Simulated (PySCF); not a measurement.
Gas-phase reaction: (CH₃)₂SiCl₂ → Si + Cl₂ + C₂H₆

Method: PySCF energies plus ideal-gas RRHO corrections (1 bar). † marks an energy on the PBE0/def2-TZVP geometry and frequencies. MP2 freezes the core. Open shells (unrestricted): Si (multiplicity 3, electronic degeneracy 9); the rest are closed-shell singlets. Spin-orbit splitting is ignored; it lowers the true energy and changes the entropy of Si. MP2 isn't extrapolated to the basis-set limit; its ΔH°(298 K) is 819.4 kJ in def2-SVP and 858.1 kJ in def2-TZVPP. The harmonic model lacks anharmonicity and excited electronic states, which grow with temperature; levels with a mode under 35 cm⁻¹ are left out. Internal rotation in (CH₃)₂SiCl₂, C₂H₆ is treated as a harmonic vibration of one conformer, which makes the entropy rough.

```csv
level,"ΔE electronic, kJ","ΔH°(298 K), kJ","ΔS°(298 K), J/K","ΔG°(1600 K), kJ"
BLYP/def2-TZVP†,756,756,260,367
M06-2X/def2-TZVP†,841,841,260,452
MP2/def2-SVP†,820,819,260,430
MP2/def2-TZVPP†,858,858,260,469
PBE0/def2-QZVP†,822,821,260,432
LDA/def2-TZVP†,891,890,260,501
ωB97M-V/def2-TZVP†,846,846,260,456
ωB97X-V/def2-TZVP†,853,853,260,464
```
ΔH° is lowest at BLYP/def2-TZVP† and highest at LDA/def2-TZVP†. No reference value is set beside these.
